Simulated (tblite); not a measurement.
Compound: C6H6.
InChI=1S/C6H6/c1-2-4-6-5-3-1/h1-6H

Computed values, GFN2-xTB/tblite, gas phase, harmonic and unscaled. Against measured fundamentals such values can be off by several per cent, at times by over 20.

Harmonic wavenumbers (cm⁻¹): 368.5, 368.5, 579.3, 579.3, 657.8, 692.8, 882.3, 882.3, 930.7, 930.7, 937.1, 957.3, 1067.3, 1090.6, 1090.7, 1176.2, 1198.3, 1198.4, 1304.5, 1320.3, 1460.9, 1461.0, 1600.6, 1600.6, 3068.6, 3072.0, 3072.1, 3084.0, 3084.2, 3092.6.

A = 5783, B = 5783, C = 2892 MHz; mass 78.047 u (most abundant isotopes); point group D6h, symmetry number 12.

Zero-point energy?

½Σν̃ = 21405 cm⁻¹ = 61.20 kcal/mol.

Give the ideal-gas entropy at 350 K and 1 bar in the rigid-rotor, harmonic-oscillator model (classical rotation).

Translation 39.80, rotation 21.15, vibration 7.23: S = 68.2 cal/(mol K).

And Cp and H(350 K) − H(0)?

Cp = 23.64 cal/(mol K), of which vibrations give 15.69 (their classical limit is 30 R = 59.6); H(350 K) − H(0) = 4.59 kcal/mol without the zero-point energy, 1.81 from vibrations.

What must be added to the electronic energy to get the Gibbs energy at 350 K and 1 bar?

ZPE + [H(350 K) − H(0)] − T·S = 61.20 + 4.59 − 23.86 = 41.93 kcal/mol.

Which modes carry the vibrational entropy at 350 K?

368.5 cm⁻¹: 1.34; 368.5 cm⁻¹: 1.34; 579.3 cm⁻¹: 0.67; 579.3 cm⁻¹: 0.67; 657.8 cm⁻¹: 0.52; 692.8 cm⁻¹: 0.47 cal/(mol K); the other 24 give 2.21 together.

How do the functions run with temperature in this model?

| T (K) | S (cal/(mol K)) | Cp (cal/(mol K)) | H − H(0) (kcal/mol) | G − H(0) (kcal/mol) | ln q(vib) |
| --- | --- | --- | --- | --- | --- |
| 50 | 45.5 | 8.0 | 0.40 | -1.88 | 0.00 |
| 100 | 51.1 | 8.6 | 0.81 | -4.31 | 0.01 |
| 298.15 | 64.7 | 19.9 | 3.47 | -15.83 | 0.68 |
| 373.15 | 69.7 | 25.3 | 5.16 | -20.87 | 1.21 |
| 500 | 78.3 | 33.2 | 8.89 | -30.26 | 2.35 |
| 750 | 93.9 | 43.8 | 18.63 | -51.83 | 5.06 |
| 1000 | 107.5 | 50.4 | 30.46 | -77.06 | 7.90 |

q(vib) and H(0) count from the zero-point level.
